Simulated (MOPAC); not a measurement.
MOPAC input (PM6):

```
PM6 PRECISE GNORM=0.05 LET XYZ UHF MS=0.5 GEO-OK AUX(PRECISION=9) THREADS=1
C3H3

C     0.11024100 1    0.06590200 1    0.32628600 1
C    -0.13743100 1   -0.05229700 1    1.54461500 1
C     0.03000600 1   -0.00054800 1   -1.11925600 1
H     0.00605400 1    0.99817200 1   -1.56053800 1
H     0.86832100 1   -0.56246300 1   -1.53665800 1
H    -0.89127500 1   -0.51405500 1   -1.41267500 1
```

Output:

```
 *******************************************************************************
 **                                                                           **
 **                              MOPAC v23.2.5                                **
 **                                                                           **
 *******************************************************************************
 ** MOPAC's Digital Object Identifier: https://doi.org/10.5281/zenodo.6511958 **
 **                                                                           **
 ** Please cite the open-source release paper for use of this MOPAC version:  **
 ** J. E. Moussa and J. J. P. Stewart (2026)                                  **
 ** MOPAC: An open-source semiempirical molecular orbital program             **
 ** J. Open Source Softw., 11(119), 8025, https://doi.org/10.21105/joss.08025 **
 *******************************************************************************

                              PM6 CALCULATION RESULTS

 *******************************************************************************
 *  PM6        - The PM6 Hamiltonian to be used
 *  GEO-OK     - OVERRIDE INTERATOMIC DISTANCE AND OTHER SAFETY CHECKS
 *  UHF        - UNRESTRICTED HARTREE-FOCK CALCULATION
 *  MS=        - IN MECI, MAGNETIC COMPONENT OF SPIN =  0.5
 *  LET        - OVERRIDE SOME SAFETY CHECKS
 *  PRECISE    - TIGHTER CRITERIA TO BE USED
 *  XYZ        - CARTESIAN COORDINATE SYSTEM TO BE USED
 *  GNORM      - EXIT WHEN GRADIENT NORM DROPS BELOW 0.050
 *  AUX        - OUTPUT AUXILIARY INFORMATION
 *******************************************************************************
PM6 PRECISE GNORM=0.05 LET XYZ UHF MS=0.5 GEO-OK AUX(PRECISION=9) THREADS=1
 C3H3

   ATOM   CHEMICAL          X               Y               Z
  NUMBER   SYMBOL      (ANGSTROMS)     (ANGSTROMS)     (ANGSTROMS)

     1       C          0.11024100  *   0.06590200  *   0.32628600  *
     2       C         -0.13743100  *  -0.05229700  *   1.54461500  *
     3       C          0.03000600  *  -0.00054800  *  -1.11925600  *
     4       H          0.00605400  *   0.99817200  *  -1.56053800  *
     5       H          0.86832100  *  -0.56246300  *  -1.53665800  *
     6       H         -0.89127500  *  -0.51405500  *  -1.41267500  *

          CARTESIAN COORDINATES

    NO.       ATOM           X           Y           Z

     1         C          0.1102      0.0659      0.3263
     2         C         -0.1374     -0.0523      1.5446
     3         C          0.0300     -0.0005     -1.1193
     4         H          0.0061      0.9982     -1.5605
     5         H          0.8683     -0.5625     -1.5367
     6         H         -0.8913     -0.5141     -1.4127

 General Reference for PM6:
 "Optimization of Parameters for Semiempirical Methods V: Modification of NDDO Approximations
 and Application to 70 Elements", J. J. P. Stewart, J. Mol. Mod., 13, 1173-1213 (2007)
 URL: https://link.springer.com/article/10.1007/s00894-007-0233-4

           Empirical Formula: C3 H3  =     6 atoms

      MOLECULAR POINT GROUP   :   Cs

          UHF CALCULATION, NO. OF ALPHA ELECTRONS =    8
                           NO. OF BETA  ELECTRONS =    7

          Geometry optimization using EF

          DIAGONAL MATRIX USED AS START HESSIAN

 CYCLE:     1  GRAD.:    27.706 HEAT:  130.2728
 CYCLE:     2  GRAD.:   196.398 HEAT:  137.6008
 CYCLE:     3  GRAD.:   291.756 HEAT:  135.0362
 CYCLE:     4  GRAD.:   332.718 HEAT:  145.2710
 CYCLE:     5  GRAD.:    83.716 HEAT:  130.7140
 CYCLE:     6  GRAD.:    79.357 HEAT:  131.0273
 CYCLE:     7  GRAD.:    77.819 HEAT:  130.3370
 CYCLE:     8  GRAD.:    41.234 HEAT:  128.7476
 CYCLE:     9  GRAD.:    23.153 HEAT:  128.6102
 CYCLE:    10  GRAD.:    30.028 HEAT:  128.3241
 CYCLE:    11  GRAD.:    21.808 HEAT:  128.2482
 CYCLE:    12  GRAD.:     3.784 HEAT:  128.1738
 CYCLE:    13  GRAD.:     1.980 HEAT:  128.1490
 CYCLE:    14  GRAD.:     1.238 HEAT:  128.1282
 CYCLE:    15  GRAD.:     1.593 HEAT:  128.1274
 CYCLE:    16  GRAD.:     1.362 HEAT:  128.1267
 CYCLE:    17  GRAD.:     0.322 HEAT:  128.1263
 CYCLE:    18  GRAD.:     0.219 HEAT:  128.1261
 CYCLE:    19  GRAD.:     0.048 HEAT:  128.1261

     GRADIENT =  0.04780 IS LESS THAN CUTOFF =  0.05000

 -------------------------------------------------------------------------------
 PM6 PRECISE GNORM=0.05 LET XYZ UHF MS=0.5 GEO-OK AUX(PRECISION=9) THREADS=1
 C3H3

     GEOMETRY OPTIMISED USING EIGENVECTOR FOLLOWING (EF).
     SCF FIELD WAS ACHIEVED

                              PM6 CALCULATION
                                                       MOPAC v23.2.5 Linux

          FINAL HEAT OF FORMATION =        128.12612 KCAL/MOL =     536.07970 KJ/MOL

          COSMO AREA              =         86.33 SQUARE ANGSTROMS
          COSMO VOLUME            =         68.04 CUBIC ANGSTROMS

          GRADIENT NORM           =          0.04780          =       0.01951 PER ATOM
          IONIZATION POTENTIAL    =         10.728168 EV
          ALPHA SOMO LUMO (EV)    =        -11.058  1.673
          BETA  SOMO LUMO (EV)    =        -10.728 -1.163
          NO. OF ALPHA ELECTRONS  =          8
          NO. OF BETA  ELECTRONS  =          7
          MOLECULAR WEIGHT        =         39.0567         POINT GROUP:  C3v

          MOLECULAR DIMENSIONS (Angstroms)

            Atom       Atom       Distance
            H     4    C     2     3.20484
            H     5    H     6     1.78260
            C     2    H     5     1.46198

          SCF CALCULATIONS        =         20

   ATOM   CHEMICAL          X               Y               Z
  NUMBER   SYMBOL      (ANGSTROMS)     (ANGSTROMS)     (ANGSTROMS)

     1       C         -0.01345887  *  -0.00237063  *   0.33108292  *
     2       C         -0.04733914  *  -0.00276956  *   1.52845074  *
     3       C          0.02627098  *  -0.00240126  *  -1.10611332  *
     4       H          0.05652114  *   1.02661795  *  -1.50479805  *
     5       H          0.91854817  *  -0.53358596  *  -1.48091404  *
     6       H         -0.86305819  *  -0.50027050  *  -1.53028755  *

                             CARTESIAN COORDINATES

   1    C       -0.013458870    -0.002370628     0.331082925
   2    C       -0.047339138    -0.002769562     1.528450739
   3    C        0.026270981    -0.002401256    -1.106113319
   4    H        0.056521139     1.026617951    -1.504798045
   5    H        0.918548166    -0.533585962    -1.480914040
   6    H       -0.863058187    -0.500270504    -1.530287548

           Empirical Formula: C3 H3  =     6 atoms

      MOLECULAR POINT GROUP   :   C3v

          ALPHA EIGENVALUES
 -27.40405 -25.03064 -16.66323 -14.81184 -14.81168 -12.45621 -11.05840 -11.05838
   1.67312   1.67314   4.31640   5.32622   5.32635   5.94912   6.78602

           BETA EIGENVALUES
 -27.34876 -24.69450 -16.06500 -14.84023 -14.84008 -10.72819 -10.72817  -1.16307
   2.04085   2.04087   4.37867   5.31972   5.31984   5.97677   6.83938

              NET ATOMIC CHARGES AND DIPOLE CONTRIBUTIONS

  ATOM NO.   TYPE          CHARGE      No. of ELECS.   s-Pop       p-Pop
    1          C          -0.142615        4.1426     1.11504     3.02757
    2          C           0.011465        3.9885     1.22716     2.76137
    3          C          -0.373575        4.3736     1.06289     3.31068
    4          H           0.168245        0.8318     0.83175
    5          H           0.168247        0.8318     0.83175
    6          H           0.168233        0.8318     0.83177
 DIPOLE           X         Y         Z       TOTAL
 POINT-CHG.     0.050    -0.000    -1.807     1.808
 HYBRID        -0.009     0.000     0.333     0.333
 SUM            0.041     0.000    -1.474     1.475

          ATOMIC ORBITAL ELECTRON POPULATIONS

     Atom    s        px        py        pz
    1  C   1.11504   1.03926   1.03934   0.94897
    2  C   1.22716   0.98011   0.98024   0.80102
    3  C   1.06289   1.17325   1.17340   0.96404
    4  H   0.83175
    5  H   0.83175
    6  H   0.83177

                    (SZ)    =    0.500000
                    (S**2)  =    0.812160

          ATOMIC ORBITAL SPIN POPULATIONS

    Atom   Total    s     px     py     pz
         Atomic
    1  C -0.3293 -0.004 -0.167 -0.167  0.009
    2  C  1.2813  0.368  0.174  0.174  0.564
    3  C  0.0722  0.008  0.004  0.004  0.056
    4  H -0.0080 -0.008
    5  H -0.0080 -0.008
    6  H -0.0081 -0.008

 **********************
 *                    *
 * JOB ENDED NORMALLY *
 *                    *
 **********************

 == MOPAC DONE ==
```

The geometry given is a B3LYP-D3(BJ)/def2-TZVP minimum.
